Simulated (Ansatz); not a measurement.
Reaction: SiPH5 (silylphosphane, SMILES [SiH3]P) → SiH3 (SMILES [SiH3], doublet) + PH2 (SMILES [PH2], doublet) (the P-Si bond breaks)
Each species at its own B3LYP-D3(BJ)/def2-TZVP minimum (Ansatz, an electronic-structure program).

Total energies in hartree (Ansatz). Open shells are spin-unrestricted; no spin-orbit coupling. Correlated methods leave the cores frozen. No relativity.

```csv
species,HF/cc-pV(T+d)Z,CCSD(T)/cc-pV(T+d)Z,HF/cc-pV(Q+d)Z,CCSD(T)/cc-pV(Q+d)Z,CCSDT(Q)/cc-pV(T+d)Z
"1: SiPH5 (silylphosphane, SMILES [SiH3]P)",-632.60995,-632.96108,-632.61694,-632.98703,-632.96307
"2: SiH3 (SMILES [SiH3], doublet)",-290.64257,-290.78856,-290.64619,-290.79897,-290.78943
"3: PH2 (SMILES [PH2], doublet)",-341.88871,-342.05854,-341.89218,-342.07094,-342.05965
```

### Question
Work out the bond dissociation energy (electronic) in kcal/mol: take Hartree-Fock from cc-pV(Q+d)Z, extrapolate the CCSD(T) correlation energy as X^-3 (X = 3, 4), and add CCSDT(Q) - CCSD(T) in cc-pV(T+d)Z. 1 hartree = 627.51 kcal/mol.

### Answer

Species 1: correlation (64·(-0.37009) - 27·(-0.35113))/37 = -0.38393; step -0.00199; E1 = -632.61694 + (-0.38393) + (-0.00199) = -633.00286
Species 2: correlation (64·(-0.15278) - 27·(-0.14599))/37 = -0.15773; step -0.00087; E2 = -290.64619 + (-0.15773) + (-0.00087) = -290.80479
Species 3: correlation (64·(-0.17876) - 27·(-0.16983))/37 = -0.18528; step -0.00111; E3 = -341.89218 + (-0.18528) + (-0.00111) = -342.07857
-1·E1 +1·E2 +1·E3 = 0.11950 hartree = 75.0 kcal/mol.
